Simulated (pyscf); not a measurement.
HO–GeH₃ (SMILES [OH][GeH3]) + HF (SMILES F) → HO–GeH₂–F (SMILES [OH][GeH2][F]) + H₂ (SMILES [H][H]), a four-centre exchange (singlet surface; Ge–H, F–H broken, F–Ge, H–H formed). PySCF, gas phase, ωB97X-D3(BJ)/def2-SVP geometries. Energies in kcal/mol from the separated reactants.

Small-basis levels: PySCF, no dispersion term, spherical d functions. 

Quick B3LYP/LANL2DZ single points give ΔE‡ = 28.7 kcal/mol and ΔE = -19.8 kcal/mol. What does ωB97M-D3(BJ)/def2-TZVP give, and how far is the quick result from it?

ωB97M-D3(BJ)/def2-TZVP gives ΔE‡ = 31.2 kcal/mol and ΔE = -14.7 kcal/mol. B3LYP/LANL2DZ lies 2.5 kcal/mol under it in the barrier and 5.0 kcal/mol under it in the reaction energy, so on this step it does not hold to within 3.0 kcal/mol. ωB97M-D3(BJ)/def2-TZVP has limits of its own. At the saddle there is also a short Ge–H contact that neither side keeps. The same reactants have a lower exit, to F–GeH₃ + H₂O (barrier +10.7 kcal/mol at ωB97M-D3(BJ)/def2-TZVP, against +31.2 kcal/mol here). This is the saddle that the search found; another between the same sides may lie lower. In the def2 sets elements up to Kr have no core potential.
